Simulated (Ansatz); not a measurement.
C2H4ClNO can be A, `N/C(Cl)=C\O`, or B, `N=C(Cl)CO`.

Program: Ansatz. Geometries: PBE0-D4/def2-TZVP. ΔE: electronic, gas phase. CBS: MP2 limit from def2 TZ/QZ plus the TZ coupled-cluster correction, frozen cores. Functionals use def2-TZVPP. B3LYP here is the variant with VWN-RPA as its local correlation; programs differ in this. One conformer a species, not always the lowest.

(1) Which is lower in electronic energy at CCSD(T)/CBS, and by how much? (An estimate is asked.)

(2) Give E(B) − E(A) in kcal/mol with CCSD/def2-TZVPP, B3LYP, PBE-D4, B3LYP-D4, HF/def2-TZVPP, PBE0-D4, LDA (SPW92). (Estimate.)

(3) Does the order hold for the free energy at 298.15 K (harmonic terms from PBE0-D4)? (Estimate.)

Largest T1 diagnostic: 0.012.

Results:

(1) Computed: B, by 4.9 kcal/mol.

(2) Ansatz gave: CCSD/def2-TZVPP -5.6, B3LYP -4.4, PBE-D4 -3.8, B3LYP-D4 -4.4, HF/def2-TZVPP -6.2, PBE0-D4 -3.7, LDA (SPW92) -1.6. None reverses the order clearly.

(3) The calculation gave: Yes: G(B) − G(A) = -5.6 kcal/mol, for one conformer each.

Leaving LDA and LC-ωPBE aside and taking each functional with its dispersion term where it has one, the values, not all of them listed here, spread over 1.8 kcal/mol, from B97M-V to HSE06-D4. LDA lies +2.2 kcal/mol from PBE without D4.
